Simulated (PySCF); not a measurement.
**Orbital picture of OH⁺**

PBE0 at R = 1.036 Å; PySCF, no relativity, basis sets H def2-TZVP, O def2-TZVP. State: ³Σ⁻ (triplet), unpaired electrons π ↑↑. Only the outer orbitals are listed, counted within each symmetry.

```
spin  orbital  occ.  ε (eV)  on H (%)         main shells (%)
   α       2σ     1  -43.34         6                  91 O s
   α       3σ     1  -26.95        16          77 O p, 16 H s
   α       1π     1  -26.28         0                  99 O p
   α       1π     1  -26.28         0                  99 O p
   α       4σ     0   -8.35       107                 106 H s
   α       5σ     0    0.08        77          78 H s, 16 O s
   α       2π     0    1.45         1                  99 O p
   β       2σ     1  -38.64        10          86 O s, 10 H s
   β       3σ     1  -25.42        17  72 O p, 17 H s, 11 O s
   β       1π     0  -16.66         1                  99 O p
   β       1π     0  -16.66         1                  99 O p
   β       4σ     0   -7.80       106                 105 H s
```

Problem. Which are the highest filled and the lowest empty level, where do they sit, and how wide is the gap?

Solution. Highest filled β 3σ at -25.42 eV (in %: 72 O p, 17 H s, 11 O s); lowest empty β 1π at -16.66 eV (in %: 99 O p); the gap at PBE0 is 8.76 eV.

```json
{
 "bond order (Mayer)": "0.76",
 "⟨S²⟩": "2.006",
 "charge on H (Mulliken, basis-dependent)": "0.49",
 "charge on H (Löwdin, basis-dependent)": "0.31",
 "dipole moment (positive dipole points towards O; it is taken about the centre of mass and depends on that origin)": "-2.31 D",
 "polarisability along the bond": "4.8 bohr³",
 "polarisability across the bond": "2.8 bohr³"
}
```

Shares are Mulliken populations and can fall outside 0 to 100 %.

The state was picked by a PBE0 search and need not be the measured ground state.
